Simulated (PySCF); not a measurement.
isobutane (C₄H₁₀), SMILES CC(C)C. Coordinates come from a r2SCAN-D4/def2-SVP optimisation.

All values below come from r2SCAN-D4/def2-SVP (PySCF 2.14.0).

Harmonic wavenumbers (cm⁻¹): 220, 272, 272, 366, 366, 431, 812, 914, 914, 941, 979, 979, 1188, 1188, 1195, 1340, 1340, 1378, 1378, 1400, 1450, 1457, 1458, 1479, 1479, 1485, 3006, 3016, 3016, 3022, 3107, 3107, 3114, 3120, 3122, 3122. Rotational constants (GHz): 7.774, 7.774, 4.509; symmetry number 3.

Question: Work out the zero-point energy and the ideal-gas rigid-rotor harmonic-oscillator thermochemistry at 298.15 K and 1 atm.

Answer: ZPE = ½ Σ hcν = ½ × 57437 cm⁻¹ = 343.55 kJ/mol. H − E(el) = 360.92 kJ/mol. Entropy in J/(mol K): translation 159.41, rotation 93.72, vibration 38.76, total 291.89. G − E(el) = 273.90 kJ/mol. Cp = 93.16 J/(mol K).
